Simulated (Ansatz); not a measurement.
Relaxation of C3H5NO (10 atoms, charge 0, multiplicity 1), to a largest force component of 0.015 eV/Å in at most 40 steps.

Computed with Ansatz 0.2.0, RKS PBE/def2-SVP.

```xyz
10
Properties=species:S:1:pos:R:3
C -0.011 -0.183 -1.518
O 0.709 -0.123 -0.282
C 2.115 -0.346 -0.577
C 2.877 -0.254 0.726
N 3.471 -0.175 1.720
H -0.494 0.803 -1.723
H 0.740 -0.341 -2.333
H -0.741 -0.982 -1.523
H 2.477 0.464 -1.210
H 2.293 -1.319 -1.018
```

Q: Where does it end, and by what steps?

A: The forces met the threshold. After 10 steps the energy has fallen by 0.315 eV; H7 moved furthest, 0.75 Å.

```tsv
step	energy less start (eV)	largest force component (eV/Å)	accepted
0	0.0000	2.869	yes
1	-0.1614	1.067	yes
2	-0.1962	0.195	yes
3	-0.1987	0.144	yes
4	-0.2172	0.408	yes
5	-0.2182	0.718	yes
6	-0.3030	0.142	yes
7	-0.3112	0.114	yes
8	-0.3129	0.141	yes
9	-0.3144	0.054	yes
10	-0.3147	0.005	yes
```

```xyz
10
Properties=species:S:1:pos:R:3
C 0.045 -0.049 -1.570
O 0.827 0.170 -0.415
C 2.087 -0.444 -0.504
C 2.855 -0.202 0.724
N 3.480 -0.019 1.696
H -0.921 0.467 -1.413
H 0.527 0.365 -2.489
H -0.153 -1.134 -1.744
H 2.684 -0.057 -1.371
H 2.006 -1.553 -0.651
```

Run time: 17 s on 2 threads of Arm Neoverse V2 (shared host), peak memory 0.12 GiB.
